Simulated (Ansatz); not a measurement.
Results of PBE-D4 (plane waves, PAW; Ansatz, a program for electronic structure) for B20 (FeSi-type) FeSi.

Run with plane-wave cutoff 500 eV, 10×10×10 k mesh, Fermi–Dirac smearing 0.05 eV, no spin polarisation, scalar-relativistic PAW data made under PBE.

Cell (relaxed at this level):

```cif
data_Fe4Si4
_chemical_formula_sum 'Fe4 Si4'
_space_group_name_H-M_alt 'P 1'
_space_group_IT_number 1
_cell_length_a 4.40516
_cell_length_b 4.40516
_cell_length_c 4.40516
_cell_angle_alpha 90.000
_cell_angle_beta 90.000
_cell_angle_gamma 90.000
loop_
_space_group_symop_operation_xyz
  'x, y, z'
loop_
_atom_site_label
_atom_site_type_symbol
_atom_site_fract_x
_atom_site_fract_y
_atom_site_fract_z
_atom_site_occupancy
Fe1 Fe 0.86256 0.63744 0.36256 1
Fe2 Fe 0.36256 0.86256 0.63744 1
Fe3 Fe 0.13744 0.13744 0.13744 1
Fe4 Fe 0.63744 0.36256 0.86256 1
Si1 Si 0.15854 0.34146 0.65854 1
Si2 Si 0.65854 0.15854 0.34146 1
Si3 Si 0.84146 0.84146 0.84146 1
Si4 Si 0.34146 0.65854 0.15854 1
```

Question: Predict the band gap.

Answer: 
- band gap = 0.16 eV (on the SCF k mesh)

Measured, for comparison: band gap 0.05 eV (temperature not stated, not corrected to a static lattice, indirect, transport; lower end of the printed range; as tabulated in Tomczak (2018), arXiv:1802.07220).

Static lattice: no zero-point or thermal effects.
